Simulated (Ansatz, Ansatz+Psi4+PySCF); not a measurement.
| atom | x (Å) | y (Å) | z (Å) |
| --- | --- | --- | --- |
| C | -0.0442 | 0.6669 | 0.0000 |
| O | -0.0442 | -0.7560 | 0.0000 |
| H | -1.0900 | 0.9723 | 0.0000 |
| H | 0.8815 | -1.0459 | 0.0000 |
| H | 0.4313 | 1.0753 | 0.8755 |
| H | 0.4313 | 1.0753 | -0.8755 |

Basis set: cc-pVTZ (spherical functions). Frozen core: 2 orbitals. Charge 0, multiplicity 1.

Computed with Ansatz (development build ahead of 0.2.0); each method stands on the lowest determinant of its kind that the runs found. Restricted open shells among the atoms or ions are ROHF, correlated in semicanonical orbitals with singles.

The atomization energy at this shape (free ground-state atoms in the same class of orbitals less the molecule, no zero-point energy) of singlet CH4O:

```
 method  atomization energy
RHF-MP2            21.89 eV
    RHF            16.24 eV
```

Problem. What does RHF-CCSD(T) give?

Solution. 21.67 eV.
